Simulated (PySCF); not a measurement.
## AlH₃: adding exact exchange

Base calculation in PySCF with density fitting and no spin–orbit coupling, PBE/def2-TZVP (no relativity): singlet, D3h, Al–H 1.596 Å (×3); wavenumbers 681, 766 (×2), 1868, 1884 (×2) cm⁻¹; gap between the highest occupied and lowest empty levels 4.75 eV, polar-tensor charge of Al 1.03 e, atomisation energy (no zero-point energy) 851 kJ/mol.

What changes on going to PBE0/def2-TZVP (no relativity)?

The point group stays the same. Changes: mean bond to Al -0.010 Å, highest wavenumber +50 cm⁻¹, lowest wavenumber +22 cm⁻¹, gap between the highest occupied and lowest empty levels +2.08 eV, polar-tensor charge of Al +0.05 e, atomisation energy (no zero-point energy) +7 kJ/mol. The new structure has Al–H 1.586 Å (×3), with wavenumbers 703, 788 (×2), 1925, 1934 (×2) cm⁻¹. Exact exchange shortens and stiffens the bonds and opens the gap, the usual pattern.

The structures come from searches over a few start shapes, so lower isomers are not excluded.
